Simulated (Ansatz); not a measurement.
# CH₃Si+ (triplet): the correlation ladder, cc-pVTZ

An exercise on one series of results from a longer session: the logs are not shown, and one member is left open.

Method: cc-pVTZ, core rule «outside noble gas», up to 6 orbitals frozen; program: Ansatz 0.2.0, Gaussian basis.

The runs, in order: UHF; CCSD(T) on ROHF; CCSD(T) on UHF; BCCD(T) on ROHF; CCSDT(Q) on ROHF; CCSDT(Q) on UHF; CASSCF and NEVPT2, 10 electrons in 11 orbitals.

5 further runs of the same task are left out: 5 set aside as unsound or not needed.

### The system

The geometry is a PBE0/def2-TZVP stationary point (not a proven minimum) of the parent state, kept for this charge and spin.

5 atoms, charge 1, spin multiplicity 3.

Atoms are counted from 1 here; the program's logs count them from 0.

Bond lengths: Si1–C2 1.890 Å, Si1–H3 1.488 Å, Si1–H4 1.488 Å, Si1–H5 1.492 Å. Angles: C2–Si1–H3 112.5°, C2–Si1–H4 112.5°, C2–Si1–H5 101.7°, H3–Si1–H4 109.7°, H3–Si1–H5 110.2°, H4–Si1–H5 110.2°.

Set-up of the first run:

File in.yaml:

```yaml
crystal:
  periodic: [false, false, false]
  atoms:
    - {symbol: Si, position_ang: [-0.002716, 0.000000, 0.492711]}
    - {symbol: C, position_ang: [0.023717, -0.000001, -1.396758]}
    - {symbol: H, position_ang: [0.630455, -1.216386, 1.069825]}
    - {symbol: H, position_ang: [0.630650, 1.216284, 1.069826]}
    - {symbol: H, position_ang: [-1.468051, 0.000117, 0.775218]}
basis:
  gaussian: {orbitals: cc-pVTZ}
total_charge: 1
magnetization: {spin_polarized: true, initial_magnetization: 2}
hamiltonian: {xc: hf}
output: {orbitals: {seedname: orbitals}}
```

Command:

```
$ ansatz run in.yaml --threads 1 --pin off --events-out ev --progress --plain --max-ram 4096MiB --backend cpu
```

Among the steps run: UHF; CCSD(T) on ROHF; CCSD(T) on UHF; BCCD(T) on ROHF; CCSDT(Q) on ROHF; CCSDT(Q) on UHF; CASSCF and NEVPT2, 10 electrons in 11 orbitals.

One table of the session follows, with a row left open; its other results are not shown here.

| method | from UCCSDT(Q) (meV) |
| --- | --- |
| ROHF | +6489.7 |
| UHF | +6386.0 |
| RMP2 | +1456.1 |
| UMP2 | +1439.6 |
| RCCSD | +272.5 |
| UCCSD | +269.8 |
| RCCSD(T) | +63.5 |
| UCCSD(T) | +62.9 |
| BCCD(T) | +63.9 |
| RCCSDT | +12.8 |
| UCCSDT | +11.5 |
| RCCSDT(Q) | +3.6 |
| UCCSDT(Q) | 0 |
| CASSCF valence | ? |
| NEVPT2 valence | +1120.6 |

Estimate the missing values for CASSCF valence.

**Answer.** from UCCSDT(Q) (meV): +4340.6. In the column «from UCCSDT(Q) (meV)» it lies between RMP2 (+1456.1) and UHF (+6386.0).

To keep in mind: Restricted and unrestricted rows rest on different reference determinants; where their highest levels disagree by more than a few hundredths of an eV, they describe different states and don't form one ladder.
